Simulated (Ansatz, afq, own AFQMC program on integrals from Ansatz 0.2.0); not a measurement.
AFQMC on a folder of integrals that Ansatz 0.2.0 wrote.

```yaml
crystal:
  periodic: [false, false, false]
  atoms:
    - {symbol: Hf, position_ang: [0.000000, 0.000000, 0.000000]}
    - {symbol: B, position_ang: [0.000000, 0.000000, 2.136000]}
basis:
  gaussian: {orbitals: def2-TZVP}
magnetization: {spin_polarized: true, initial_magnetization: 5}
correlation: {method: ccsd_t, electrons: outside_noble_gas, hamiltonian_folder: ham}
```

```sh
$ ansatz run in.yaml --threads 1 --pin off --events-out ev --progress --plain --max-ram 24576MiB --backend cuda --devices 0, --max-vram 18GiB
```

Options of the walk:

```
--method phaseless --trial hf --walkers 4000 --populations 20 --least-time 40 --time-step 0.005 --steps-per-block 20 --equilibration-blocks 160 --max-blocks 4000 --target-error 0.0008 --factor-cut 1e-05 --start spin_pure --seed 929 --taylor-order 6
```

Times are imaginary, in 1/Eh. The walk had a cap of 96 s. With eight or more populations the least sampling time is a fifth of least-time, and the error comes from their spread. Core potentials past Kr, no spin–orbit coupling.

Log:

```
orbitals 66  electrons 6 1  factors 502 of 558
reference energy -71.95707627 Eh
CCSD correlation -0.12911144 Eh in 15 cycles, weight of the determinant in the CISD state 0.8722
energy of the start -71.957095 Eh
 block  time / (1/Eh)  mean weight  energy / Eh
     1     0.100  1.0004  -71.976262
     2     0.200  1.0007  -71.991577
     3     0.300  1.0005  -72.004699
     4     0.400  1.0007  -72.014641
     5     0.500  1.0007  -72.023216
     7     0.700  1.0004  -72.035838
     9     0.900  1.0004  -72.047401
    15     1.500  1.0002  -72.066087
    29     2.900  0.9998  -72.085037
    43     4.300  1.0001  -72.090621
    50     5.000  1.0002  -72.093098
    57     5.700  0.9999  -72.090824
    71     7.100  1.0002  -72.089701
    85     8.500  0.9999  -72.089215
    99     9.900  0.9998  -72.089697
   113    11.300  1.0000  -72.088175
   127    12.700  1.0000  -72.087976
   141    14.100  0.9999  -72.086402
   155    15.500  0.9998  -72.081893
   162    16.200  1.0002  -72.080981
   169    16.900  0.9995  -72.085070
   183    18.300  0.9997  -72.082429
   197    19.700  1.0001  -72.085475
   211    21.100  1.0002  -72.086936
   225    22.500  0.9997  -72.084007
   239    23.900  0.9997  -72.089189
   253    25.300  1.0001  -72.084669
   267    26.700  1.0002  -72.087132
   281    28.100  1.0001  -72.087891
   288    28.800  0.9997  -72.087856
error from the spread of 20 populations
energy -72.085876 +/- 0.000739 Eh
(rows thinned)
```

The run passed its tests (sampling time, drift between the halves within three errors, error under three times the target), which doesn't prove that it has relaxed.

Against this walk (error 20.1 meV) on the same determinant: CCSD(T) 243.7 meV lower, CCSDT(Q) 299.2 meV lower. The error is statistical and leaves out the bias of the constraint. CCSDT(Q) is the surest value here, so the walk's 299 meV above it is most likely the bias of the constraint with this trial, which can have either sign.

Cautions: constraint bias not in the error; no spin-orbit coupling; outer-core shells of the metal frozen; another spin lies lower; raised T1 diagnostic (T1 0.047, weight of the determinant 0.87, largest double 0.05); (T) is large, 7 % of the CCSD correlation; CCSDT(Q) on the ROHF determinant differs (71 meV higher), by its state or its frozen core.

The walk took 47 s on 1 × NVIDIA H100 80GB HBM3 with 2 threads of AMD EPYC 7R13 Processor (Zen 3), on a shared host (the card was shared). The log's last line is the phaseless energy.

CCSDT and higher add their correlation energy to the determinant of the CCSD(T) run, since their own runs factorise the integrals more tightly (a shift of under 2 meV). A walk keeps the symmetry of its determinant, which the program's search chose and which needn't be the lowest solution, so a lower state of the same spin and another symmetry isn't excluded.
